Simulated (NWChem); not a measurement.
The numbers come from NWChem runs, not from measurements. System: CH$_{3}$NO, charge 0, spin multiplicity 1, displaced from the optimised geometry. Level: MP2/cc-pVDZ, 3 core orbitals frozen, spin-restricted.

The NWChem input:

```
start mol
memory heap 200 mb stack 900 mb global 1100 mb
geometry units angstroms nocenter noautoz noautosym
  N     -0.198201    -1.083540     0.000000
  C     -0.313127     0.277453     0.000000
  O      0.618583     1.064250     0.000000
  H      1.663455    -1.927226     0.000000
  H     -1.018394    -1.688816     0.000000
  H     -1.396729     0.600256     0.000000
end
basis spherical
  * library cc-pvdz
end
scf
  rhf
  nopen 0
  maxiter 100
  thresh 1e-7
  semidirect memsize 60000000 filesize 0
end
mp2
  freeze core 3
end
task mp2 energy
```

Part of the output:

```
             Northwest Computational Chemistry Package (NWChem) 7.3.0
             --------------------------------------------------------

                                NWChem Input Module
                                -------------------

 Scaling coordinates for geometry "geometry" by  1.889725989
 (inverse scale =  0.529177249)

                             Geometry "geometry" -> ""
                             -------------------------

 Output coordinates in angstroms (scale by  1.889725989 to convert to a.u.)

  No.       Tag          Charge          X              Y              Z
 ---- ---------------- ---------- -------------- -------------- --------------
    1 N                    7.0000    -0.19820100    -1.08354000     0.00000000
    2 C                    6.0000    -0.31312700     0.27745300     0.00000000
    3 O                    8.0000     0.61858300     1.06425000     0.00000000
    4 H                    1.0000     1.66345500    -1.92722600     0.00000000
    5 H                    1.0000    -1.01839400    -1.68881600     0.00000000
    6 H                    1.0000    -1.39672900     0.60025600     0.00000000

 Effective nuclear repulsion energy (a.u.)      67.8993561708

            Nuclear Dipole moment (a.u.)
            ----------------------------
        X                 Y               Z
 ---------------- ---------------- ----------------
     1.7590079728    -0.7971771288     0.0000000000


 Summary of "ao basis" -> "" (spherical)
 ------------------------------------------------------------------------------
       Tag                 Description            Shells   Functions and Types
 ---------------- ------------------------------  ------  ---------------------
 *                          cc-pvdz                   on all atoms

 Summary of "ao basis" -> "ao basis" (spherical)
 ------------------------------------------------------------------------------
       Tag                 Description            Shells   Functions and Types
 ---------------- ------------------------------  ------  ---------------------
 N                          cc-pvdz                  6       14   3s2p1d
[...]
     1   1 0 0     -0.678729      0.000000      1.759008
     1   0 1 0     -1.418732      0.000000     -0.797177
     1   0 0 1      0.000000      0.000000      0.000000

     2   2 0 0     -9.892166      0.000000     34.566105
     2   1 1 0     -3.107672      0.000000     14.013892
     2   1 0 1      0.000000      0.000000      0.000000
     2   0 2 0    -12.243375      0.000000     88.090746
     2   0 1 1     -0.000000      0.000000      0.000000
     2   0 0 2    -14.381272      0.000000      0.000000

                   NWChem MP2 Semi-direct Energy/Gradient Module
                   ---------------------------------------------

  Basis functions       =     57
  Molecular orbitals    =     57
  Frozen core           =      3
  Frozen virtuals       =      0
  Active alpha occupied =      9
  Active beta occupied  =      9
  Active alpha virtual  =     45
  Active beta virtual   =     45
  Use MO symmetry       = F
  Use skeleton AO sym   = F

  AO/Fock/Back tols     =   1.0D-09  1.0D-09  1.0D-09

 GA uses MA = F    GA memory limited = T

 Available:
  local mem=  1.26D+08
 global mem=  1.44D+08
 local disk=  0.00D+00
  mp2_memr nvloc                    45
  nvloc new                    45
   1 passes of   9:        3145728                      16955                   2281808.
   1 passes of   9: M    126153912           G      144172702           F     123008184.

 Semi-direct pass number   1 of   1  for RHF alpha+beta  at        0.4s
  vrange nnbf                  1653
  mp2_eaftype                    10  avail_ma_in_mb                  1099
 EAF : mp2_eaftype filesize          10    1140904.
  mp2_eaf for mointskh                     10
Node 0 wrote      5.4 Mb in      0.0 s     Agg I/O rate:  2447.9 Mb/s
 Done moints_semi at        0.9s
  mp2_eaftype                    10  avail_ma_in_mb                  1089
 EAF : mp2_eaftype filesize          10    1140904.
  mp2_eaf for kh                    10
 Done maket at        0.9s
 Done multipass loop at        0.9s

          -------------------------------------------
          SCF energy                -168.725147640504
          Correlation energy          -0.520958942841
          Singlet pairs               -0.322273175796
          Triplet pairs               -0.198685767045
          Total MP2 energy          -169.246106583345
          -------------------------------------------

          ---------------------------------------------------
                    Spin Component Scaled (SCS) MP2
          Same spin pairs                     -0.132457178030
          Same spin scaling factor             0.333333333333
          Opposite spin pairs                 -0.388501764811
          Opposite spin scaling fact.          1.200000000000
          SCS-MP2 correlation energy          -0.510354510450
          Total SCS-MP2 energy              -169.235502150954
          ---------------------------------------------------

 -----------------------
 Performance information
 -----------------------

 Timer overhead =  9.60D-08 seconds/call

               Nr. of calls         CPU time (s)                 Wall time (s)                GFlops
             ---------------    -------------------     ------------------------------   -------------------
Name         Min   Avg   Max    Min     Avg     Max     Min     Avg     Max   Mx/calls   Min     Max     Sum
mp2: moin     1     1     1   0.48    0.48    0.48     0.48    0.48    0.48    0.48      0.0     0.0     0.0
mp2: make     1     1     1   2.41E-2 2.41E-2 2.41E-2  2.41E-2 2.41E-2 2.41E-2 2.41E-2   0.0     0.0     0.0
mp2: tota     1     1     1   0.52    0.52    0.52     0.52    0.52    0.52    0.52      0.0     0.0     0.0

 The average no. of pstat calls per process was 3.00D+00
 with a timing overhead of 2.88D-07s

 Task  times  cpu:        0.9s     wall:        0.9s

 Total times  cpu:        0.9s     wall:        0.9s
```
